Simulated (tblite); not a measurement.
**Question.** Give a GFN2-xTB geometry of `C=NCC[CH]F` [radical]. (Doublet state.)

**Answer.** 
```
atom  x, y, z in Å
C1     1.9311    0.6239   -0.5599
N2     1.3355    0.0437    0.3758
C3     0.3006   -0.8970    0.0984
C4    -1.0507   -0.3699    0.6766
C5    -1.5939    0.7574   -0.0862
F6    -2.2487    0.4772   -1.2313
H7     2.6995    1.3417   -0.3148
H8     1.7332    0.4475   -1.6238
H9     0.1816   -1.1078   -0.9769
H10    0.5488   -1.8209    0.6270
H11   -0.8698   -0.0586    1.7052
H12   -1.7599   -1.1994    0.6563
H13   -1.2116    1.7626   -0.0573
```

Orientation and origin are arbitrary. Atoms count from 1 in this order. C5 (carbon bonded to C, F and H) has angles 125.0°, 117.5° and 112.9°, sum 355.4°, 0.16 Å off the plane of its three neighbours. N2 (nitrogen bonded to 2 C) is bent (angle 120.4°). The C–N distances run from 1.252 Å (C1=N2, drawn double) to 1.426 Å (N2–C3, drawn single), a spread of 0.174 Å. Of the pairs four or more bonds apart, H8···H9 is among the closest relative to their van der Waals radii: 2.29 Å, 95 % of the sum of Bondi's values.

Bonds between heavy atoms (Å): C1=N2 1.252, N2–C3 1.426, C3–C4 1.561, C4–C5 1.465, C5–F6 1.349.

The geometry is computed with GFN2-xTB (gas phase). This method treats the open shell by occupation alone, without spin polarisation.

Point group: C1 (no symmetry element, even within 0.4 Å). Its GFN2-xTB frequencies are all real (lowest 45 cm⁻¹). Torsions: C1–N2–C3–C4 -117°, N2–C3–C4–C5 72°, C3–C4–C5–F6 80°. 3 starts were optimised and ended at 0.00, 0.17 and 0.53 kcal/mol (GFN2-xTB); the lowest of these is shown.

Time: 0.33 s of wall time. Hardware: an Arm Neoverse V2 with one thread (shared host). These figures are those of the optimisation.

One conformer stands for the species.
